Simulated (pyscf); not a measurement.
## Four-centre exchange: `[OH][Hf]([F])([F])[F]` + `[NH3]` -> `[OH2]` + `[NH2][Hf]([F])([F])[F]`

Gas phase, singlet surface, charge 0. Bonds broken: O1–Hf2, N7–H8. Bonds formed: O1–H8, Hf2–N7. PySCF, gas phase, ωB97X-D3(BJ)/def2-SVP geometries.

Transition state (Å):

```xyz
10

O     -0.3313     1.7010     0.5248
Hf    -1.3112    -0.2475     0.1805
F     -1.5488    -2.0200    -0.5286
F     -2.7112     0.6402    -0.7903
F     -1.6088    -0.5766     2.0453
H     -0.4655     2.6520     0.4845
N      0.7594    -0.1152    -0.5390
H      0.4996     1.1838    -0.0228
H      0.9156    -0.2012    -1.5448
H      1.4847    -0.6770    -0.0904
```

One imaginary mode, 765i cm⁻¹; descent along it reached the two sides named, in the forms told below.

| bond | change | reactant side (Å) | saddle | product side |
|---|---|---|---|---|
| O1–Hf2 | breaks | 1.957 | 2.208 | 2.363 |
| N7–H8 | breaks | 1.021 | 1.422 | 3.3 |
| O1–H8 | forms | 2.7 | 1.122 | 0.966 |
| Hf2–N7 | forms | 2.424 | 2.196 | 2.036 |

Electronic energies relative to the separated reactants (kcal/mol):

```json
[
 {"level": "ωB97X-D3(BJ)/def2-TZVP", "barrier": "4.5", "reaction energy": "+16.6", "reverse barrier": "-12.1"},
 {"level": "PBE/def2-TZVP", "barrier": "5.9", "reaction energy": "+16.7", "reverse barrier": "-10.8"},
 {"level": "r²SCAN/def2-TZVP", "barrier": "4.9", "reaction energy": "+17.6", "reverse barrier": "-12.7"},
 {"level": "B3LYP-D3(BJ)/def2-TZVP", "barrier": "6.8", "reaction energy": "+17.2", "reverse barrier": "-10.3"},
 {"level": "PBE0-D3(BJ)/def2-TZVP", "barrier": "4.8", "reaction energy": "+16.4", "reverse barrier": "-11.6"},
 {"level": "M06-2X/def2-TZVP", "barrier": "3.1", "reaction energy": "+16.2", "reverse barrier": "-13.1"},
 {"level": "ωB97M-D3(BJ)/def2-TZVP", "barrier": "7.2", "reaction energy": "+17.4", "reverse barrier": "-10.2"},
 {"level": "HF/def2-TZVP", "barrier": "17.8", "reaction energy": "+18.7", "reverse barrier": "-1.0"}
]
```

With ωB97M-D3(BJ)/def2-TZVP energies and thermal terms (ideal gas, 1 atm, RRHO with modes under 100 cm⁻¹ raised to 100, one conformer, R ln 2 for chiral ones without a mode under 150 cm⁻¹), in kcal/mol:

```
T (K)  ΔH‡   ΔG‡     ΔH     ΔG
-----  ---  ----  -----  -----
298    5.6  16.2  +16.8  +15.8
600    5.9  26.8  +17.1  +14.6
900    6.7  37.1  +17.2  +13.3
1200   7.5  47.2  +17.3  +12.0
```

On the reactant side the descent ends in an adduct with a Hf–N contact, 26.5 kcal/mol under the separated species and 31.0 kcal/mol under the saddle at ωB97X-D3(BJ)/def2-TZVP. On the product side the descent ends in an adduct with a Hf–O contact (not fully relaxed), 20.2 kcal/mol under the separated species and 8.1 kcal/mol under the saddle at ωB97X-D3(BJ)/def2-TZVP. At ωB97X-D3(BJ)/def2-TZVP, PBE, r²SCAN, B3LYP-D3(BJ), PBE0-D3(BJ), M06-2X, ωB97M-D3(BJ)/def2-TZVP, HF the saddle lies under the separated products, which points to a path from their complex (located at ωB97X-D3(BJ) alone), and parting the products costs more than the saddle. What is counted as formed (Hf–N) is already present as a longer contact in the reactant adduct; forming that adduct is a step of its own. What is counted as broken (Hf–O) persists as a longer contact in the product adduct; parting that adduct is a step of its own. This is the saddle that the search found; another between the same sides may lie lower. Elements past Kr carry the def2 core potentials, without spin-orbit coupling.
